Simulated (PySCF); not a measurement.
# How the method moves the HOMO and LUMO of `P[BH2-][PH3+]`

Compound: BH₇P₂.
Z-matrix (Å and degrees, PBE0-D3(BJ)/def2-SVP geometry), rows numbered from 1:
```
P 
B   1  1.9809
P   2  1.9278  1  105.40
H   1  1.4264  2   95.68  3   172.79
H   1  1.4299  2   98.76  3   -92.45
H   2  1.2184  1  118.67  3   116.98
H   2  1.2216  1  110.21  3  -109.13
H   3  1.4170  2  117.99  1  -177.97
H   3  1.4171  2  117.90  1    61.61
H   3  1.4155  2  116.53  1   -57.57
```

Basis pcSseg-2 throughout (PySCF), one geometry. One conformer (not necessarily the lowest) at the PBE0-D3(BJ)/def2-SVP geometry, without solvent, vibrations or thermal averaging.

Question: How do the orbital energies, the gap and the dipole change with the method?

Answer: 
```csv
method,kind,HOMO (eV),LUMO (eV),gap (eV),μ (D),SCF cycles
B97-2,global hybrid,-6.23,-0.25,5.98,4.29,12
PBE0,global hybrid,-6.46,-0.24,6.22,4.29,12
mPW1PW91,global hybrid,-6.48,-0.25,6.23,4.30,12
BHandHLYP,global hybrid,-7.42,0.44,7.86,4.45,11
CAM-B3LYP,range-separated hybrid,-7.73,0.58,8.31,4.42,11
wB97X-D,range-separated hybrid,-8.28,1.47,9.75,4.41,12
LC-wPBE,range-separated hybrid,-9.05,1.75,10.80,4.53,12
```

The HOMO spans 2.82 eV, from B97-2 down to LC-wPBE, and the gap runs from 5.98 eV (B97-2) to 10.80 eV (LC-wPBE). Over the methods B97-2 (21 %), PBE0 (25 %), mPW1PW91 (25 %), BHandHLYP (50 %), a straight line through the gap against the share of exact exchange rises by 0.65 eV for each 10 % (correlation coefficient 1.000). The dipole ranges from 4.29 D (B97-2) to 4.53 D (LC-wPBE). This basis has no diffuse functions.

The vertical ΔSCF ionisation energy at wB97X-D/def2-SVPD is 8.59 eV; −ε(HOMO) comes closest to it with wB97X-D (8.28 eV).
